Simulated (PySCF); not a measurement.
Working out the ionisation energy of O

O [He] 2s2 2p4 (3P) → O⁺ [He] 2s2 2p3 (4S). Calculation: PySCF 2.14, in dyall-av3z (15s9p3d2f, 71 functions); scalar relativity by spin-free X2C-1e. Frozen: 1s2; the 14 highest virtual orbitals dropped. Energies in hartree (1 hartree = 27.21139 eV):

| part | O (lower) | O⁺ (upper) |
| --- | --- | --- |
| UHF | -74.871066 | -74.429697 |
| MP2 opposite-spin | -0.114122 | -0.072398 |
| MP2 same-spin | -0.036899 | -0.030216 |

Problem. What does Hartree-Fock give?

Solution. (-74.429697) − (-74.871066) = 0.441369 hartree = 12.010 eV.

Problem. What do MP2 and SCS-MP2 (6/5 opposite-spin, 1/3 same-spin) give?

Solution. The opposite-spin parts differ by 1.135 eV and the same-spin parts by 0.182 eV. MP2: 12.010 + (1.135) + (0.182) = 13.327 eV. SCS-MP2: 12.010 + 1.2 × (1.135) + (0.182)/3 = 13.433 eV.

Measured between the centres of the two terms (NIST): 13.608 eV, so MP2 (valence) is off by -0.281 eV.

What remains against the reference includes basis incompleteness, the frozen core and correlation beyond second order.
